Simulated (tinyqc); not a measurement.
Worked calculation: Born-Oppenheimer dynamics on the UHF/sto-3g surface (energies and gradients from PySCF), for NH, spin multiplicity 3. Computed by tinyqc, a small Python program that keeps every step (integrals from PySCF). Settings: charge = 0, multiplicity = 3, basis = sto-3g, time step (fs) = 0.2, steps = 16. Command: `OMP_NUM_THREADS=1 python tinyqc.py 24649 24650 out.jsonl` (the two numbers bound the seeds that draw the settings). One thread of a shared host (Intel(R) Xeon(R) Processor @ 2.60GHz), about 1 s of CPU time with the checks.

## Velocity Verlet step 1

positions (bohr):
```
         x       y       z
1N  0.0000  0.0000  0.0000
2H  0.0000  0.0000  2.1392
```

velocities (bohr per atomic time unit):
```
             x           y           z
1N   0.0000056  -0.0000050   0.0000029
2H  -0.0000774   0.0000700  -0.0000401
```

gradient (hartree/bohr):
```
           x         y          z
1N  0.000000  0.000000  -0.038586
2H  0.000000  0.000000   0.038586
```

masses (electron masses): 1N 25526.0424, 2H 1837.1526

gradient after step 1 (hartree/bohr):
```
            x          y          z
1N   0.000012  -0.000011  -0.038189
2H  -0.000012   0.000011   0.038189
```

dt = 0.2 fs = 8.2683 atomic units; x' = x + v dt - g dt^2 / (2m); after the new gradient g', v' = v - (g + g') dt / (2m).

positions after step 1 (bohr):
```
          x       y       z
1N   0.0000  0.0000  0.0001
2H  -0.0006  0.0006  2.1381
```

velocities after step 1 (bohr per atomic time unit):
```
             x           y           z
1N   0.0000056  -0.0000050   0.0000153
2H  -0.0000774   0.0000699  -0.0002129
```

## Velocity Verlet step 2

gradient after step 2 (hartree/bohr):
```
            x          y          z
1N   0.000024  -0.000022  -0.037250
2H  -0.000024   0.000022   0.037250
```

As before.

positions after step 2 (bohr):
```
          x        y       z
1N   0.0001  -0.0001  0.0003
2H  -0.0013   0.0012  2.1356
```

velocities after step 2 (bohr per atomic time unit):
```
             x           y           z
1N   0.0000056  -0.0000050   0.0000275
2H  -0.0000773   0.0000699  -0.0003826
```

## Energy conservation

The total energy should stay constant up to terms of order dt^2; the step counts as short enough if it moves by less than 2 % of the largest kinetic energy.

Trajectory:

| time (fs) | 1N-2H (angstrom) | potential (hartree) | kinetic (hartree) | total (hartree) |
|---|---|---|---|---|
| 0.0000 | 1.1320 | -54.261872 | 0.000012 | -54.261860 |
| 0.2000 | 1.1314 | -54.261915 | 0.000055 | -54.261860 |
| 0.4000 | 1.1300 | -54.262015 | 0.000155 | -54.261860 |
| 0.6000 | 1.1278 | -54.262166 | 0.000305 | -54.261861 |
| 0.8000 | 1.1249 | -54.262359 | 0.000498 | -54.261862 |
| 1.0000 | 1.1212 | -54.262584 | 0.000721 | -54.261863 |
| 1.2000 | 1.1169 | -54.262825 | 0.000962 | -54.261864 |
| 1.4000 | 1.1120 | -54.263069 | 0.001204 | -54.261865 |
| 1.6000 | 1.1066 | -54.263299 | 0.001433 | -54.261866 |
| 1.8000 | 1.1007 | -54.263499 | 0.001632 | -54.261867 |
| 2.0000 | 1.0945 | -54.263654 | 0.001786 | -54.261867 |
| 2.2000 | 1.0881 | -54.263752 | 0.001884 | -54.261868 |
| 2.4000 | 1.0816 | -54.263784 | 0.001916 | -54.261868 |
| 2.6000 | 1.0751 | -54.263745 | 0.001877 | -54.261868 |
| 2.8000 | 1.0687 | -54.263635 | 0.001767 | -54.261868 |
| 3.0000 | 1.0626 | -54.263462 | 0.001594 | -54.261867 |
| 3.2000 | 1.0568 | -54.263236 | 0.001369 | -54.261866 |

The total energy moves within 8.4e-06 hartree, under 2 % of the largest kinetic energy.
